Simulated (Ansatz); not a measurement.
Input file for Ansatz (a quantum-chemistry and plane-wave program): R-r2SCAN/def2-TZVPPD on NH3 (SMILES N). Files ending in .json are basis or fitting sets from the Basis Set Exchange.

Ansatz 0.2 input:
```yaml
crystal:
  periodic: [false, false, false]
  atoms:
    - {symbol: N, position_ang: [-1.57871800, -0.04661100, 0.00000000]}
    - {symbol: H, position_ang: [-2.15862100, 0.13639600, -0.80956500]}
    - {symbol: H, position_ang: [-2.15862100, 0.13639600, 0.80956500]}
    - {symbol: H, position_ang: [-0.84947100, 0.65819300, 0.00000000]}
basis:
  gaussian:
    orbitals: def2-TZVPPD.json
hamiltonian:
  xc: {name: r2SCAN}
scf: {lower_state_search: off}
```

Task: Predict the final total energy.

Result: -56.5499 hartree.
